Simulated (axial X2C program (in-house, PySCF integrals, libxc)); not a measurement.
**How long does MgB take?**

A bond scan computed with an in-house all-electron X2C program for linear molecules (integrals from PySCF). Basis: Mg dyall-cv3z [9s8p6d3f], B dyall-v3z [7s6p2d1f] (cores contracted in-house).

Input file and command:
```json
{"zs": [12, 5], "q": 0, "bas": ["dyall-cv3z", "dyall-v3z"], "levels": ["PBE0", "HF", "PBEsol"], "cc": true, "r0": 2.24, "thr": -2.0, "nmax": 90, "npts": 10, "nst": 2, "ntry": 6}
```
```bash
python so2c.py task.json out
```

Keys: zs atomic numbers; q charge; bas basis sets; levels methods; cc coupled cluster on or off; r0 starting distance in Å; thr threshold in hartree for freezing inner shells (an s shell follows its p shell); nmax most natural virtual spinors; npts points on the curve; nst determinants followed; ntry starts of the search. HF also brings MP2.

Hardware: 1 thread of Arm Neoverse V1, with other jobs on the host.

Wall time of one point of each curve, integrals apart:

| Hamiltonian | level | points | seconds a point |
| --- | --- | --- | --- |
| spin-free | PBE0 | 10 | 0.25 |
| spin-free | HF | 10 | 0.098 |
| spin-free | CCSD(T) (5 electrons, 77 virtuals) | 7 | 0.98 |
| spin-free | PBEsol | 10 | 0.22 |
| 2c | PBE0 | 10 | 0.3 |
| 2c | HF | 10 | 0.17 |
| 2c | CCSD(T) (5 electrons, 77 virtuals) | 7 | 1.1 |
| 2c | PBEsol | 10 | 0.24 |

The rest:

Search with its distance optimisation 9.8 s, atoms 2.1 s, whole task 43 s. Coupled cluster runs on the points near the minimum only. The program drops outer points, and coupled cluster, when its time limit (not in the input) nears; MP2, further determinants and curves that did not converge are not in the table.
